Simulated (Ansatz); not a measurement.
# ClF (singlet): wave-function methods side by side, 6-31G*

Aim: climb from Hartree-Fock through coupled cluster and multireference methods for ClF (singlet) at one geometry and basis, and see what each rung misses.

The runs use Ansatz 0.2.0, Gaussian basis; 6-31G*, core rule «outside noble gas», up to 6 orbitals frozen.

To be run: UHF; CCSD(T) on RHF; BCCD(T) on RHF; CISD; CCSDT(Q) on RHF; CISDTQ; CCSDTQ on RHF; CASSCF and MRCISD+Q, 14 electrons in 8 orbitals; CASSCF and NEVPT2, 14 electrons in 8 orbitals.

9 further runs of the same task are left out: 9 set aside as unsound or not needed.

## (1) The geometry

The geometry is an MP2(full)/6-31G* stationary point (not a proven minimum).

2 atoms, charge 0, spin multiplicity 1.

Atoms are counted from 1 here; the program's logs count them from 0.

Bond lengths: F1–Cl2 1.659 Å.

As a file:

```xyz
2
charge 0, multiplicity 1
F     0.0000    0.0000    0.0000
Cl    0.0000    0.0000    1.6591
```

## (2) UHF

Contents of in.yaml:

```yaml
crystal:
  periodic: [false, false, false]
  atoms:
    - {symbol: F, position_ang: [0.000000, 0.000000, 0.000000]}
    - {symbol: Cl, position_ang: [0.000000, 0.000000, 1.659096]}
basis:
  gaussian: {orbitals: "6-31G*"}
magnetization: {spin_polarized: true, initial_magnetization: 0}
hamiltonian: {xc: hf}
output: {orbitals: {seedname: orbitals}}
```

Started as:

```
> ansatz run in.yaml --threads 1 --pin off --events-out ev --progress --plain --max-ram 4096MiB --backend cpu
```

The runs that follow: CCSD(T) on RHF; BCCD(T) on RHF; CISD; CCSDT(Q) on RHF; CISDTQ; CCSDTQ on RHF; CASSCF and MRCISD+Q, 14 electrons in 8 orbitals; CASSCF and NEVPT2, 14 electrons in 8 orbitals.

**Question.** What will the summary of the whole plan be? Wanted: RCCSDTQ below the RHF energy; RMP2 from RCCSDTQ; RCCSD from RCCSDTQ; RCCSD(T) from RCCSDTQ; RCCSDT(Q) from RCCSDTQ; NEVPT2 valence from RCCSDTQ; MRCISD+Q valence from RCCSDTQ; T1 diagnostic; effectively unpaired electrons.

As calculated:

| quantity | value |
| --- | --- |
| RCCSDTQ below the RHF energy | -9.0617 eV |
| RMP2 from RCCSDTQ | +63.5 kJ/mol |
| RCCSD from RCCSDTQ | +22.4 kJ/mol |
| RCCSD(T) from RCCSDTQ | +3.3 kJ/mol |
| RCCSDT(Q) from RCCSDTQ | -0.1 kJ/mol |
| NEVPT2 valence from RCCSDTQ | +136.0 kJ/mol |
| MRCISD+Q valence from RCCSDTQ | +9.9 kJ/mol |
| levels within 1 kcal/mol (43 meV) | RCCSD(T), BCCD(T), RCCSDT, RCCSDT(Q) |
| T1 diagnostic | 0.010 |
| effectively unpaired electrons | 0.03 |

What this shows: RCCSD(T) lands +3.3 kJ/mol from the yardstick (0.4 % of the correlation energy). One determinant dominates. Of the multireference levels listed MRCISD+Q valence comes nearest in total energy (+9.9 kJ/mol), which doesn't show that its space is the better one. These misses are within one basis, not against nature.
